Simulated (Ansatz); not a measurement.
One arrangement of a pair

The pair of HF (SMILES F, atoms 1–2) and CH4S (SMILES CS, atoms 3–8), both closed shells, in one local arrangement (a lower one may exist), relaxed at PBE0-D4/def2-TZVP:

```
8
angstrom
F 1.1461 0.4251 -2.2408
H 0.7011 -0.1962 -1.6905
C -0.0450 0.2331 0.9784
S -0.3626 -1.1762 -0.1088
H -0.0635 1.1675 0.4207
H 0.9566 0.0835 1.3804
H -0.7575 0.2570 1.8010
H -1.5752 -0.7940 -0.5403
```

Computed with Ansatz 0.2.0 (basis: def2-TZVPPD, with def2-QZVPPD for the basis limit); correlated methods freeze the cores. B3LYP uses VWN-RPA correlation. Extrapolation: Hartree–Fock as exp(−7.88 √X), correlation as X^−2.97. Interaction energies count from these two fragments, frozen as in the pair, with the counterpoise correction; negative means bound.

Question: What is the interaction energy by CCSD(T) at an estimated basis limit (MP2 extrapolated from triple and quadruple zeta, plus CCSD(T) − MP2 in triple zeta)? (An estimate is asked for; the value comes from the calculation.)

Answer: The calculation gives: -28.4 kJ/mol. Hartree–Fock alone gives -17.0 kJ/mol at the basis limit. It counts from the two fragments frozen as in the pair.

The same quantity by other methods in triple zeta, and each one's difference from that estimate:
```tsv
method	E_int (kJ/mol)	difference
PBE-D4	-36.1	-7.8
revPBE-D4	-31.9	-3.6
BLYP-D4	-32.1	-3.7
r2SCAN-D4	-34.8	-6.5
B97M-V	-30.2	-1.9
PBE0-D4	-34.2	-5.8
B3LYP-D4	-32.1	-3.8
HSE06-D4	-34.2	-5.8
wB97X-V	-30.9	-2.6
wB97M-V	-29.9	-1.5
B2PLYP	-27.8	0.5
HF	-17.0	11.3
MP2	-27.0	1.4
CCSD	-24.0	4.3
CCSD(T)	-26.0	2.4
```
Differences are method less estimate.

Question: Which atoms make the shortest contact between the fragments?

Answer: H2 and S4, 2.14 Å apart.

Energy to bend the free fragments (PBE0-D4 minima) into their shapes in the pair, CCSD(T)/def2-TZVPPD: HF 1.4 kJ/mol; CH4S 0.1 kJ/mol. This must be added to the interaction energy to get the binding energy from relaxed fragments.

Basis-set superposition shift (counterpoise-corrected less uncorrected): CCSD(T) 3.0; MP2 2.9; HF 0.3; PBE0-D4 0.3; wB97M-V 0.4 kJ/mol.

The T1 diagnostic stays at or below 0.011.

For scale, one of the runs: CCSD(T)/def2-TZVPPD, 213 basis functions, launched by `ansatz run in.yaml --threads 4 --pin off --events-out ev --progress --plain --max-ram 9574MiB`. Time: 47 s of wall clock on 4 CPU threads of an AMD EPYC 7R43; the host was shared. Peak host memory: 3 GiB.
